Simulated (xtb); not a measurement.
# C4H6O (SMILES CC1=C(C)O1) at GFN2-xTB

Aim: a geometry optimisation of C4H6O. 

Program for the calculation: xtb 6.7.1.

4 further runs of the same task are left out: 1 that didn't finish, 3 set aside as unsound or not needed.

## 1. The molecule

C4H6O: 11 atoms, total charge 0, spin state singlet. As SMILES, `CC1=C(C)O1`. The shape comes from a force field and isn't a relaxed structure. The run starts from this shape.

Bond lengths: C1–C2 1.377 Å, C2–C3 1.261 Å, C3–C4 1.505 Å, C2–O5 1.386 Å, C3–O5 1.374 Å, C1–H6 1.124 Å, C1–H7 1.070 Å, C1–H8 1.144 Å, C4–H9 1.076 Å, C4–H10 1.042 Å, C4–H11 1.144 Å. Some angles: C1–C2–C3 164.6°, C1–C2–O5 133.1°, C3–C2–O5 62.3°, C2–C3–C4 169.3°, C2–C3–O5 63.3°, C4–C3–O5 127.2°, C2–O5–C3 54.4°, C2–C1–H6 113.9°, C2–C1–H7 114.3°, C2–C1–H8 110.0°.

## 2. A geometry optimisation at GFN2-xTB

File coord:

```
$coord
     -3.279241744063      1.715115430710      0.614160990503  c
     -0.847164221670      0.938815938714      0.107147471266  c
      1.122875263253     -0.350544196118     -0.265506520510  c
      3.184944410444     -2.291670871334     -0.518162903372  c
      1.358335138381      2.226286347422     -0.470163859807  o
     -3.427018327009      3.075529267828      2.238002649394  h
     -4.577861536906      0.204846311909      0.965272104459  h
     -4.046659523274      2.874273435556     -1.041617039894  h
      4.576349756006     -2.046573392970      0.945429980150  h
      3.880363624307     -2.279954569361     -2.359512039208  h
      2.178665249081     -4.173649118848     -0.176122474815  h
$end
```

Command:

```sh
xtb coord --json --gfn 2 --opt > coord.out
```

**Question.** What will come out? Wanted: total energy at the end; dipole moment; HOMO energy; LUMO energy; HOMO–LUMO gap; dispersion energy; mean polarisability.

Answer, from the run:

Level: GFN2-xTB.

| quantity | value |
| --- | --- |
| total energy at the end | -15.57428 Eh |
| dipole moment | 3.27 D |
| HOMO energy | -9.27 eV |
| LUMO energy | -5.67 eV |
| HOMO–LUMO gap | 3.60 eV |
| dispersion energy | -12.44 kJ/mol |
| mean polarisability (D4 model) | 49.9 bohr³ |

In words: At the final geometry: Bond lengths: C1–C2 1.452 Å, C2–C3 1.276 Å, C3–C4 1.452 Å, C2–O5 1.478 Å, C3–O5 1.478 Å, C1–H6 1.090 Å, C1–H7 1.088 Å, C1–H8 1.090 Å, C4–H9 1.090 Å, C4–H10 1.090 Å, C4–H11 1.088 Å. Some angles: C1–C2–C3 163.6°, C1–C2–O5 132.0°, C3–C2–O5 64.4°, C2–C3–C4 163.3°, C2–C3–O5 64.4°, C4–C3–O5 132.3°, C2–O5–C3 51.2°, C2–C1–H6 109.9°, C2–C1–H7 109.6°, C2–C1–H8 109.9°. The optimisation took 8 steps and changed the energy by -0.700 eV. Mulliken charges run from -0.43 on O5 to +0.10 on C3.
